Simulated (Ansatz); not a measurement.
Fluorite CeO2 was calculated with PBEsol in Ansatz (PAW).

Numerical settings: plane-wave cutoff 520 eV, 8×8×8 k mesh, perturbation theory, no spin polarisation, scalar-relativistic PAW data made under PBE.

The cell has the measured lattice parameters. Conventional cell: a = 5.4097 Å, b = 5.4097 Å, c = 5.4097 Å, α = 90.00°, β = 90.00°, γ = 90.00°.

```xyz
3
Lattice="0.0000 2.7049 2.7049 2.7049 0.0000 2.7049 2.7049 2.7049 0.0000" Properties=species:S:1:pos:R:3 pbc="T T T"
Ce     0.0000     0.0000     0.0000
O      4.0573     4.0573     4.0573
O      1.3524     1.3524     1.3524
```

Harmonic phonon frequencies (cm⁻¹; i marks an imaginary mode; at Γ without the LO shift):

```
q point                          frequencies
-------  -----------------------------------
Γ              0 0 0 271 271 271 430 430 430
X        131 131 171 226 226 256 434 434 568
U        128 166 185 211 268 277 413 440 553
```

Measured, for comparison: zone-centre TO phonon frequency 272 cm⁻¹ (temperature not stated, not corrected to a static lattice; as tabulated in SRNL-STI-2020-00011).

No imaginary mode appears at these points.

Note: the cell isn't this level's own, so it is under some stress, which shifts stiffness and frequencies.

Ansatz is a quantum-chemistry and plane-wave program.
